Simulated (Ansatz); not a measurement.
# C3HN: state-averaged CASSCF

Computed with Ansatz's Gaussian-basis code (development build). State-averaged CASSCF with equal weights; occupations are averaged over the states; levels count from the state that is lowest in CASSCF. CASSCF levels without dynamic correlation can be off by over 1 eV. No symmetry is imposed, so a solution can break that of the shape. The lowest solution met needn't be the lowest there is, nor hold the orbitals that a chemist would pick.

Geometry:

```xyz
5

H     0.0000    0.0000   -2.9262
C     0.0000    0.0000   -1.8584
C     0.0000    0.0000   -0.6368
C     0.0000    0.0000    0.7380
N     0.0000    0.0000    1.9242
```

Basis cc-pVTZ, nonrelativistic, 4 orbitals frozen in the corrections; active space CAS(8,8). Averaged: 1 triplet, 1 quintet.

Problem. Give the levels in order, with their spins.

Solution. 

```tsv
state	CASSCF (eV)
triplet	0.000
quintet	4.360
```

Occupations: 1.91, 1.91, 1.26, 1.26, 0.75, 0.75, 0.08, 0.08.
